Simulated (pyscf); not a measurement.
PySCF, gas phase, ωB97X-D3(BJ)/def2-SVP geometries. Correlated levels are frozen-core, on RHF or UHF. ΔMP2 is the change of the MP2 total energy from the triple- to the quadruple-zeta basis.

Task: For the elementary gas-phase step H₂B–NH–CH₂–CH₃ -> H₂B–NH₂ + ethylene (H₂C=CH₂) (singlet surface; C–N, C–H broken, H–N formed), what barrier and reaction energy does CCSD(T)/def2-TZVPP + ΔMP2(QZVPP) give, measured from the reactant's lowest minimum found?

Result: ΔE‡ = 95.0 kcal/mol, ΔE = +20.1 kcal/mol. Zero-point energy shifts the barrier by -6.4 kcal/mol. It is an elimination, with an imaginary mode of 2414i cm⁻¹. H₂B–NH–CH₂–CH₃ lies 26.5 kcal/mol over its isomer H₃C–B(CH₃)–NH₂ (electronic energy, ωB97M-D3(BJ)/def2-TZVP). One saddle was located; it need not be the lowest between these sides. The CCSD(T) − MP2 part came from Ansatz, without density fitting, on the same reference.
